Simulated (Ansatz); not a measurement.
# C6H6 (fulvene): CCSD(T)/def2-SVP

What is the vertical ionisation energy of C6H6 (fulvene) at CCSD(T)/def2-SVP? 

The calculation is run with Ansatz 0.2.0.

17 further runs of the same task are left out: 17 set aside as unsound or not needed.

## (1) The molecule

C6H6 has 12 atoms, charge 0, and is taken as a singlet. As SMILES, `C=C1C=CC=C1`. Geometry: relaxed at PBE0-D4/def2-TZVP.

Bond lengths: C1–C2 1.336 Å, C2–C3 1.465 Å, C3–C4 1.346 Å, C4–C5 1.466 Å, C2–C6 1.465 Å, C5–C6 1.346 Å, C1–H7 1.084 Å, C1–H8 1.084 Å, C3–H9 1.081 Å, C4–H10 1.082 Å, C5–H11 1.082 Å, C6–H12 1.081 Å. Some angles: C1–C2–C3 126.8°, C1–C2–C6 126.8°, C3–C2–C6 106.3°, C2–C3–C4 107.8°, C3–C4–C5 109.0°, C4–C5–C6 109.0°, C2–C6–C5 107.8°, C2–C1–H7 121.3°, C2–C1–H8 121.3°, C2–C3–H9 124.6°.

## (2) The energy at CCSD(T)/def2-SVP

job.yaml

```yaml
crystal:
  periodic: [false, false, false]
  atoms:
    - symbol: C
      position_ang: [-0.818100, -1.597600, 0.906600]
    - symbol: C
      position_ang: [-0.269900, -0.537800, 0.305500]
    - symbol: C
      position_ang: [0.652900, 0.430400, 0.902600]
    - symbol: C
      position_ang: [0.964800, 1.337500, -0.041700]
    - symbol: C
      position_ang: [0.261500, 0.997400, -1.282700]
    - symbol: C
      position_ang: [-0.471600, -0.113400, -1.081700]
    - symbol: H
      position_ang: [-1.493400, -2.259800, 0.376500]
    - symbol: H
      position_ang: [-0.605400, -1.830200, 1.944100]
    - symbol: H
      position_ang: [1.002400, 0.394600, 1.924400]
    - symbol: H
      position_ang: [1.624900, 2.186300, 0.076600]
    - symbol: H
      position_ang: [0.333200, 1.561600, -2.202900]
    - symbol: H
      position_ang: [-1.104400, -0.624200, -1.793300]
basis:
  gaussian:
    orbitals: def2-SVP
accuracy: high
scf:
  omitted_lower_state_checks: [cluster_reference, increment]
correlation:
  method: ccsd_t
  frozen_orbitals: {C: 1, H: 0}
```

On the command line:

```sh
$ ansatz run job.yaml --threads 1 --pin off --max-ram 3480MiB --events-out events.jsonl --progress --plain --runs-dir runs
```

Log (excerpt; [...] marks lines left out):

```text
Warning: RAYON_NUM_THREADS=1 ignored (pool sized by the plan → 1); use --threads N
Functional definition: HF
  name "HF"
[...]
2799 factors; integrals over basis functions are off by at most 9.0e-9 eV
[...]
mean field -6271.58686470 eV, -230.4765662435 hartree, gradient 1.4e-8 eV, S^2 0.000000; 0 other end points of the search recorded, 0 dependent functions left out; unrestricted orbitals would lower it
6 core orbitals not correlated: weight in the atoms' cores, before any rotation towards them, 1.000 or more for the frozen orbitals, at most 0.000 for the correlated occupied ones
reference -6271.58686470 eV, -230.4765662435 hartree; 15, 15 occupied and 93, 93 virtual orbitals, 2799 factors
second order -21.20064580 eV of doubles, -0.00000000 eV of singles
cycle   1  -21.69055629 eV  change   -4.9e-1 eV  update   1.1e-1
[...]
cycle  23  -22.45936920 eV  change   -1.7e-9 eV  update  5.1e-10
perturbative correction -0.97615104 eV, -0.0358728890 hartree
Total energy: -6295.02238494 eV, -231.3378057271 hartree
Checks for a lower state left out: cluster_reference, increment
```

Run time: 77 s. Hardware: 1 thread of Arm Neoverse V2, shared host; peak memory 1.2 GiB.

## (3) The doublet cation, same level

run.yaml

```yaml
crystal:
  periodic: [false, false, false]
  atoms:
    - symbol: C
      position_ang: [-0.818100, -1.597600, 0.906600]
    - symbol: C
      position_ang: [-0.269900, -0.537800, 0.305500]
    - symbol: C
      position_ang: [0.652900, 0.430400, 0.902600]
    - symbol: C
      position_ang: [0.964800, 1.337500, -0.041700]
    - symbol: C
      position_ang: [0.261500, 0.997400, -1.282700]
    - symbol: C
      position_ang: [-0.471600, -0.113400, -1.081700]
    - symbol: H
      position_ang: [-1.493400, -2.259800, 0.376500]
    - symbol: H
      position_ang: [-0.605400, -1.830200, 1.944100]
    - symbol: H
      position_ang: [1.002400, 0.394600, 1.924400]
    - symbol: H
      position_ang: [1.624900, 2.186300, 0.076600]
    - symbol: H
      position_ang: [0.333200, 1.561600, -2.202900]
    - symbol: H
      position_ang: [-1.104400, -0.624200, -1.793300]
basis:
  gaussian:
    orbitals: def2-SVP
total_charge: 1
magnetization:
  spin_polarized: true
  initial_magnetization: 1
correlation:
  method: ccsd_t
  frozen_orbitals: {C: 1, H: 0}
accuracy: high
scf:
  omitted_lower_state_checks: [cluster_reference, increment]
```

On the command line:

```sh
$ ansatz run run.yaml --threads 1 --pin off --max-ram 3480MiB --events-out events.jsonl --progress --plain --runs-dir runs
```

Log (excerpt; [...] marks lines left out):

```text
Warning: RAYON_NUM_THREADS=1 ignored (pool sized by the plan → 1); use --threads N
[... 2 set-up lines as earlier in the session ...]
[...]
2798 factors; integrals over basis functions are off by at most 9.0e-9 eV
[...]
mean field -6264.50964503 eV, -230.2164832179 hartree, gradient 5.0e-8 eV, S^2 0.999360; 5 other end points of the search recorded, 0 dependent functions left out
6 core orbitals not correlated: weight in the atoms' cores, before any rotation towards them, 1.000 or more for the frozen orbitals, at most 0.000 for the correlated occupied ones
reference -6264.50964503 eV, -230.2164832179 hartree; 15, 14 occupied and 93, 94 virtual orbitals, 2798 factors
second order -19.43928082 eV of doubles, -0.00000000 eV of singles
cycle   1  -20.29093268 eV  change   -8.5e-1 eV  update   1.2e-1
[...]
cycle  28  -21.17041912 eV  change   -1.2e-9 eV  update  7.7e-10
perturbative correction -0.90776763 eV, -0.0333598450 hartree
Total energy: -6286.58783178 eV, -231.0278416157 hartree
Checks for a lower state left out: cluster_reference, increment
```

Run time: 4.8 min. Hardware: 1 thread of Arm Neoverse V2, shared host; peak memory 2.6 GiB.

## (4) Results

At CCSD(T)/def2-SVP, 6 core orbitals frozen:

```
                                                   quantity          value
                                 singlet C6H6: total energy  -231.33781 Eh
  singlet C6H6: correlation energy (6 core orbitals frozen)     -861.2 mEh
                               singlet C6H6: (T) correction     -35.87 mEh
                                singlet C6H6: T1 diagnostic          0.011
                               doublet cation: total energy  -231.02784 Eh
doublet cation: correlation energy (6 core orbitals frozen)     -811.4 mEh
                             doublet cation: (T) correction     -33.36 mEh
          doublet cation: ⟨S²⟩ of the reference determinant          0.999
                              doublet cation: T1 diagnostic          0.034
         vertical ionisation energy (to the doublet cation)       8.435 eV
```

In words: Removing an electron at fixed nuclei costs 8.43 eV (814 kJ/mol). The restricted solution (singlet C6H6) is unstable to spin breaking: an unrestricted one lies lower. The triples (singlet C6H6) make up 4.2 % of the correlation energy. ⟨S²⟩ (doublet cation) is 1.00 where a pure doublet has 0.75: the reference is spin-contaminated. The triples (doublet cation) make up 4.1 % of the correlation energy.
